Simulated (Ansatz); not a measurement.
**Structure relaxation of Ta3Co**

Theory: DFT r2SCAN, scalar-relativistic, plane waves, PAW in Ansatz 0.2.0.

The start puts Ta3Co on the Cu3Au (L1_2) structure type (Pm-3m, No. 221), with Co in place of Au, Ta in place of Cu, at a guessed volume.

The final relaxation ran on this input, with the default PAW datasets:

```yaml
crystal:
  lattice:
    - [4.0391035326, 0.0, 0.0]
    - [0.0, 4.0391035326, 0.0]
    - [0.0, 0.0, 4.0391035326]
  atoms:
    - { symbol: Ta, position: [0.0, 0.5, 0.5] }
    - { symbol: Ta, position: [0.5, 0.0, 0.5] }
    - { symbol: Ta, position: [0.5, 0.5, 0.0] }
    - { symbol: Co, position: [0.0, 0.0, 0.0], spin: 1.82 }
basis:
  ecutwfc: 500
kpoints:
  mp_grid: { grid: [12, 12, 12] }
hamiltonian:
  xc: r2scan
scf:
  occupations: { method: gaussian, width: 0.1 }
output:
  forces: true
  stress: true
  eigenvalues: true
  populations: true
  write_density: true
  write_potential: true
  elf: true
  volumetric_format: npy
magnetization:
  spin_polarized: true
relax:
  adjacent_minimum: "off"
  f_tol: 0.01
  max_steps: 80
  cell: { stress_tol: 0.05 }
```

Launched as:

```bash
ansatz run input.yaml --threads 1 --pin off --max-ram 2560MiB --backend cpu --events-out ev --progress --plain --runs-dir out
```

Time: 4.8 min on 1 thread of Intel(R) Xeon(R) Platinum 8375C CPU @ 2.90GHz (Ice Lake), on a shared host, peak memory 0.81 GiB.

The program printed at the end:

```
SCF converged after 14 iterations
Stability not checked: this state was not tested for a lower state beside it, because the mixer in use, unlike msr1, does not test its closes by its own steps (another_mixer; see scf.mixing.algorithm and scf.lower_state_search)
Magnetization: 1.4957 μB (28.7478 up, 27.2522 down)
Absolute magnetization: 1.9541 μB (∫|ρ↑−ρ↓|, with the PAW one-centre terms)
Spin contamination: 0.2962 ħ² per cell (⟨S²⟩ above its minimum at these occupations)
Per-site moments (μB) at R_I (Å): [(-0.028530, 1.179676), (-0.028530, 1.179676), (-0.028530, 1.179676), (1.700962, 1.179676)]
Free energy (F): -34963.646025 eV
Harris-Foulkes:  -34963.646025 eV  (|F-HF|=7.28e-12)
Internal energy: -34963.626200 eV  (E = F + TS)
E sigma→0 (E₀):  -34963.636113 eV
Entropy (-TS):   -0.019825 eV (-4.956 meV/atom)
Fermi energy:    18.421795 eV
--- Per-component energies (eV) ---
  E_band       = -639.874285
  E_kinetic    = 1552.374784
  E_local      = -5030.230946  (includes V_loc(G=0)·N_el)
  E_nonlocal   = 500.444664
  E_hartree    = 2025.171159
  E_xc         = -770.153297
  E_vxc        = -895.129174  (∫ρ·V_xc dr)
  E_paw        = -26791.529469  (= ΣΔE_a)
  E_vpaw       = -866.055182  (= ΣTr[D̂ρ^β])
  E_aug_tail   = 0.000276  (compensation charges beyond the density's cutoff)
  E_vtau       = 48.379365  (kinetic-family band-sum trace: ∫τ·v_τ [+ j·A + Jᵃ·Aᵃ] dr)
  E_ewald      = -6447.139325
  E_core_change = -2.564047  (= ΣΔE_core)
  E_smearing   = -0.019825  (= −TS)
  E_closure    =  0.000000  (closes the sum)
  Σ components = -34963.646025   (vs F -34963.646025, Δ=0.00e0)
--- Forces (eV/Å), atoms counted from 1 ---
  atom   1  Ta     0.00000000     0.00000000     0.00000000
  atom   2  Ta     0.00000000     0.00000000     0.00000000
  atom   3  Ta     0.00000000     0.00000000     0.00000000
  atom   4  Co     0.00000000     0.00000000     0.00000000
  max |Σ_I F_I| component: 1.20e-29 eV/Å
--- Stress (GPa, compression-positive) ---
       -0.005885       0.000000       0.000000
        0.000000      -0.005885       0.000000
        0.000000       0.000000      -0.005885
  P = ⅓ Tr σ = -0.0059 GPa (-0.059 kbar)
  k-point 0 ↑: bands = ["-81.5204", "-50.9361", "-50.7698", "-50.7698", "-43.3126", "-43.3126", "-43.3126", "-17.2911", "-17.2911", "-17.2911", "-16.6352", "-16.6352", "-16.6352", "-16.2377", "-16.2377", "-16.2377", "9.6979", "13.0860", "13.5382", "13.5382", "14.4621", "14.4621", "14.4621", "17.0231", "17.0231", "17.0231", "17.5842", "17.5842", "21.1989", "21.1989", "21.1989", "21.8901", "21.8901", "21.8901", "23.8363"]
  k-point 1 ↑: bands = ["-81.5204", "-50.9336", "-50.7723", "-50.7697", "-43.3126", "-43.3126", "-43.3126", "-17.2812", "-17.2812", "-17.2761", "-16.6388", "-16.6388", "-16.6369", "-16.2586", "-16.2455", "-16.2455", "9.7988", "13.1616", "13.5694", "13.5987", "14.4999", "14.5148", "14.5148", "16.9883", "17.0466", "17.0466", "17.4830", "17.6221", "20.6959", "20.6959", "21.0123", "21.8246", "22.3142", "22.3142", "23.6199"]
  k-point 2 ↑: bands = ["-81.5204", "-50.9263", "-50.7796", "-50.7696", "-43.3126", "-43.3126", "-43.3126", "-17.2526", "-17.2526", "-17.2316", "-16.6500", "-16.6500", "-16.6417", "-16.3191", "-16.2668", "-16.2668", "10.0954", "13.3631", "13.6672", "13.7673", "14.6107", "14.6690", "14.6690", "16.8846", "17.1043", "17.1043", "17.1800", "17.7420", "20.0045", "20.0045", "20.5672", "21.6534", "22.6358", "22.6358", "23.0028"]
  k-point 83 ↓: bands = ["-78.8574", "-50.8387", "-50.8387", "-50.8387", "-40.7078", "-40.7078", "-40.7078", "-17.6665", "-17.2212", "-17.2212", "-17.2212", "-16.3000", "-16.3000", "-16.3000", "-16.2724", "-16.2724", "13.0352", "13.7249", "13.7249", "13.7249", "17.5936", "17.5936", "17.5936", "18.4687", "18.4687", "18.5659", "18.5659", "18.5659", "18.7590", "18.7590", "18.7590", "19.5810", "21.6996", "21.6996", "21.6996"]
--- Relaxed structure (3 steps of the walk, 2 accepted, 1 SCFs on fresh bases) ---
  F+E_penalty+E_count = -34963.64602508 eV   max|allowed force component| = 1.068e-29 eV/Å   (the final SCF, on the basis selected at the relaxed cell)
  cell:  # Å, volume = 66.1549 Å³
    - [4.044398, 0.000000, 0.0]
    - [0.000000, 4.044398, 0.0]
    - [0.000000, 0.000000, 4.044398]
  atoms:
    - { symbol: Ta, position: [0.000000, 0.5, 0.5] }
    - { symbol: Ta, position: [0.5, 0.000000, 0.5] }
    - { symbol: Ta, position: [0.5, 0.5, 0.000000] }
    - { symbol: Co, position: [0.000000, 0.000000, 0.000000] }
--- Löwdin populations: 4 sites ---
  site symbol q [e]    m [muB]
     0     Ta     12.9704    -0.0454
     1     Ta     12.9704    -0.0454
     2     Ta     12.9704    -0.0454
     3     Co     16.4870     1.6741
  spilling = 0.010746 (of n_electrons = 56.000000)
```

Absolute energies hang on the potentials; compare differences alone.

The result has space group Pm-3m (No. 221). Around Ta lie 4 Co at 2.86 Å and 8 Ta at 2.86 Å; Co is coordinated by 12 Ta at 2.86 Å.

Against the elements it lies at 0.21 eV/atom. The zero of energy is the elements' standard structures at the same level; no fitted shifts are applied.

The k mesh leaves about 4 meV/atom of noise in metals. Spin–orbit coupling is left out. The magnetic state reached may not be the lowest.

Symmetry constrained the relaxation, so the result can be a saddle point.